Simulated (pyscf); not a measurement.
Homolytic dissociation enthalpies at 298 K of C–Ge, C–Si bonds in 8 gas-phase molecules, in kcal/mol. Optimised with ωB97X-D3(BJ)/def2-SVP in PySCF. Both columns use the same structures and thermal terms. Rows were drawn at random from the closed-shell molecules with such a bond whose radicals are computed, keep their shape and have no isomer in the data more than 5 kcal/mol lower.

```tsv
row	molecule	radicals	PBE/def2-TZVP	ωB97M-D3(BJ)/def2-TZVP
1	H₃C–Ge(OH)(OH)–OH	CH₃• + HO–Ge•(OH)–OH	76.5	82.5
2	cyclic CH₆F₂O₃Si₃ (SMILES FC(F)[SiH]1O[SiH2]O[SiH2]O1)	F–CH•–F + cyclic H₅O₃Si₃ (SMILES O1[SiH]O[SiH2]O[SiH2]1) [doublet]	76.3	85.5
3	H₃C–Si(OH)(OH)–OH	CH₃• + HO–Si•(OH)–OH	91.0	99.3
4	H₃C–SiH(SiH₃)–SiH₃	CH₃• + H₃Si–SiH•–SiH₃	78.4	?
5	H₃C–Si(CH₃)(CH₃)–Cl	CH₃• + H₃C–Si•(CH₃)–Cl	87.1	94.5
6	Cl–CH₂–Si(Cl)(Cl)–Cl	•H₂C–Cl + Cl–Si•(Cl)–Cl	76.1	86.2
7	F–C(F)(SiH₃)–Si(SiH₃)(SiH₃)–Cl	F–C•(F)–SiH₃ + H₃Si–Si•(SiH₃)–Cl	60.0	68.9
8	H₃C–CH₂–Si(CH₃)(CH₃)–OH	•H₂C–CH₃ + H₃C–Si•(CH₃)–OH	80.7	90.4
```

Task: Fit a line that carries the PBE values to the last column and predict row 4.

Result: In the 7 complete rows the last column lies 6.0 to 10.1 kcal/mol from PBE (mean 8.5, median 8.9). Least squares gives y = 10.9 + 0.97·x with residuals of 1.3 kcal/mol (root mean square). For row 4: 10.9 + 0.97 × 78.4 = 86.9 kcal/mol. The computed value is 83.2 kcal/mol, 3.7 under the line. Elements up to Kr have no core potential and no relativistic terms here.
